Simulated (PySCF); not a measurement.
Screening by computed properties: pick the candidate that meets the target.

Species are written as SMILES; each is one conformer at its optimised geometry, gas phase, non-relativistic unless stated. Electronic properties by PySCF.

The conformers computed, where there is a choice (atom-mapped SMILES and torsion angles):
- `[CH:1]#[C:2][C@@H:3]1[CH2:4][CH2:5][C@@H:6]1[CH2:7][C:8](=[CH2:9])[CH3:10]`: C5–C6–C7–C8 70°, C6–C7–C8–C9 -104°
- `[CH3:1][CH2:2][O:3][C@@H:4]([O:5][SiH3:6])[SiH2:7][Cl:8]`: C1–C2–O3–C4 173°, C2–O3–C4–O5 66°, O3–C4–O5–Si6 -121°, O3–C4–Si7–Cl8 177°
- `[CH3:1][CH2:2][O:3]/[C:4]([CH3:5])=[CH:6]\[SiH2:7][F:8]`: C1–C2–O3–C4 179°, C2–O3–C4–C5 8°, C4–C6–Si7–F8 179°
- `[CH3:1][SiH2:2][O:3][C@H:4]([CH2:5][Cl:6])[O:7][SiH3:8]`: C1–Si2–O3–C4 -170°, Si2–O3–C4–C5 -108°, O3–C4–C5–Cl6 72°, O3–C4–O7–Si8 9°
- `[O:1]=[CH:2][c:3]1[cH:4][cH:5][cH:6][cH:7][c:8]1[OH:9]`: O1–C2–C3–C4 180°, H–O9–C8–C7 180°
- `[CH3:1][S:2][Si@@:3]([NH2:4])([C:5]#[N:6])[SiH2:7][C:8]#[N:9]`: C1–S2–Si3–N4 -70°, S2–Si3–Si7–C8 152°, H–N4–Si3–S2 -169°, H–N4–Si3–S2 32°

Problem. Wanted: smallest rotational constant below 0.53 GHz (GFN2-xTB) and HOMO energy below -7 eV (PBE0/pcSseg-1), at GFN2-xTB geometries. Which candidate meets both?
A. `C[SiH2]O[C@H](CCl)O[SiH3]`
B. `O=CC1=CC=CC=C1O`
C. `C#C[C@@H]1CC[C@@H]1CC(=C)C`
D. `CCO/C(C)=C\[SiH2]F`
E. `CCO[C@@H](O[SiH3])[SiH2]Cl`

Solution. E. Computed values:
```csv
species,smallest rotational constant,HOMO energy
CCO[C@@H](O[SiH3])[SiH2]Cl,0.499 GHz,-7.77 eV
C[SiH2]O[C@H](CCl)O[SiH3],0.553 GHz,-7.97 eV
CCO/C(C)=C\[SiH2]F,0.661 GHz,-6.64 eV
C#C[C@@H]1CC[C@@H]1CC(=C)C,0.726 GHz,-7.07 eV
O=CC1=CC=CC=C1O,1.029 GHz,-6.97 eV
```

Problem. Wanted: dipole moment between 2 D and 3.3 D (PBE0/pcSseg-1) and HOMO–LUMO gap above 7.8 eV (PBE0/pcSseg-1), at GFN2-xTB geometries. Which candidate meets both?
A. `CCO/C(C)=C\[SiH2]F` (C5H11FOSi)
B. `C=P` (CH3P)
C. `C[SiH2]O[C@H](CCl)O[SiH3]` (C3H11ClO2Si2)
D. `CCO[C@@H](O[SiH3])[SiH2]Cl` (C3H11ClO2Si2)
E. `C#C[C@@H]1CC[C@@H]1CC(=C)C` (C10H14)
F. `O=Cc1ccccc1O` (C7H6O2)
G. `CS[Si@@](N)(C#N)[SiH2]C#N` (C3H7N3SSi2)

Solution. D. Computed values:
```csv
species,dipole moment,HOMO–LUMO gap
C#C[C@@H]1CC[C@@H]1CC(=C)C (C10H14),0.79 D,7.60 eV
C=P (CH3P),1.06 D,6.08 eV
C[SiH2]O[C@H](CCl)O[SiH3] (C3H11ClO2Si2),1.44 D,8.28 eV
CCO[C@@H](O[SiH3])[SiH2]Cl (C3H11ClO2Si2),2.18 D,8.02 eV
O=Cc1ccccc1O (C7H6O2),3.03 D,4.92 eV
CS[Si@@](N)(C#N)[SiH2]C#N (C3H7N3SSi2),3.48 D,5.90 eV
CCO/C(C)=C\[SiH2]F (C5H11FOSi),4.96 D,6.81 eV
```
